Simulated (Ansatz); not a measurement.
C2H5O can be A, `[CH2]OC`•, or B, `CC[O]`•.

Calculated with Ansatz (gas phase, PBE0-D4/def2-TZVP geometries, no zero-point term in ΔE). CBS: MP2 limit from def2 TZ/QZ plus the TZ coupled-cluster correction, frozen cores. DFT in def2-TZVPP. B3LYP here is the variant with VWN-RPA as its local correlation; programs differ in this. No spin–orbit coupling; open shells (•) take unrestricted orbitals.

A:

```xyz
8

C    -0.601    1.057    0.496
O     0.248    0.047    0.756
C     0.557   -0.765   -0.352
H    -1.265    0.970   -0.359
H    -0.867    1.645    1.362
H    -0.353   -1.207   -0.777
H     1.211   -1.560    0.002
H     1.070   -0.187   -1.128
```

B:

```xyz
8

C     0.0930    0.4233   -0.6607
C    -0.0645   -0.3787    0.6152
O    -1.1697   -1.1607    0.6915
H     1.0084    1.0200   -0.6345
H    -0.7544    1.0985   -0.7940
H     0.1394   -0.2410   -1.5257
H    -0.0625    0.2730    1.5113
H     0.8102   -1.0344    0.7967
```

(1) Which is lower in electronic energy at CCSD(T)/CBS, and by how much? (Estimate.)

(2) Give E(B) − E(A) in kJ/mol with BLYP-D4, CCSD(T)/def2-TZVPP, CCSD(T)/def2-SVP, B3LYP-D4, MP2/def2-TZVPP, HF/def2-TZVPP, PBE-D4. (Estimate.)

(3) Does the order hold for the free energy at 298.15 K (harmonic terms from PBE0-D4)? (Estimate.)

Largest T1 diagnostic: 0.018.

Answers

(1) The calculation gave: B, by 9.0 kJ/mol.

(2) Ansatz gave: BLYP-D4 -13.4, CCSD(T)/def2-TZVPP -12.8, CCSD(T)/def2-SVP -18.9, B3LYP-D4 -15.7, MP2/def2-TZVPP 5.8, HF/def2-TZVPP -49.8, PBE-D4 -15.2. The order is the other way round with MP2/def2-TZVPP.

(3) The calculation gave: Yes: G(B) − G(A) = -15.1 kJ/mol.

In def2-TZVPP, CCSD(T) changes the Hartree–Fock value by +37.0 kJ/mol (the triples alone add +3.6 kJ/mol) and MP2 by +55.6 kJ/mol. At CCSD(T), def2-SVP lies −10.0 kJ/mol from the extrapolated value and def2-TZVPP −3.8 kJ/mol.
